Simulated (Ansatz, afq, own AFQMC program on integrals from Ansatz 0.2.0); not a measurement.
# CH₂Si, singlet: AFQMC among the cluster methods

```xyz
4

Si    0.0000    0.0000    0.5337
C     0.0000    0.0000   -0.9912
H     0.0000   -0.8147   -1.5302
H     0.0000    0.8147   -1.5302
```

Connectivity, by distances: Si–CH2.

Basis cc-pVDZ. Only valence electrons are correlated. Ansatz 0.2.0 and our own AFQMC program on the same integrals; the CISD trial comes from CCSD amplitudes, and released means the phaseless constraint is let go. Free AFQMC starts from the CCSD state and is never constrained. Its projection time is finite, and what remains of the start isn't in its error. Error bars are statistical, one sigma.

Determinant: RHF, the one that the program's search chose, which needn't be the lowest solution. The geometry is a point of a scan.

No full CI on the walks' own integrals is used here; CCSDT(Q) serves as the reference and is uncertain by about the last step of the cluster series.

The T1 diagnostic is 0.0136 and the weight of the determinant in the CISD state is 0.877. The size of the correlated space is 10 electrons in 36 orbitals.

Reference: CCSDT(Q), correlation energy -6.686 eV. The released energy is read at 2.40 1/Eh (meV from the phaseless value at times in 1/Eh: 3 ± 14 at 0.24, 4 ± 12 at 0.51, -2 ± 11 at 0.99, 10 ± 13 at 1.62, 6 ± 16 at 2.40).

```
         level  E − E(reference) (kcal/mol)  share of correlation (%)
            HF                       154.17                      0.00
           MP2                        23.66                     84.66
          CCSD                         5.86                     96.20
       CCSD(T)                         0.89                     99.42
         CCSDT                         0.39                     99.75
   ph-AFQMC/HF                 -1.22 ± 1.57                    100.79
 ph-AFQMC/CISD                 -0.05 ± 0.32                    100.03
released AFQMC                  0.10 ± 0.36                     99.93
    free AFQMC                  0.13 ± 0.37                     99.92
```

Free projections are given only where their last times agree within the noise and don't stop above the reference; a slow remainder of the start can still hide under it. A walk keeps the symmetry of its determinant, which the program's search chose and which needn't be the lowest solution, so a lower state of the same spin and another symmetry isn't excluded. Released energies are given only where the last usable release times agree within the noise; a slower fall can still hide under it.
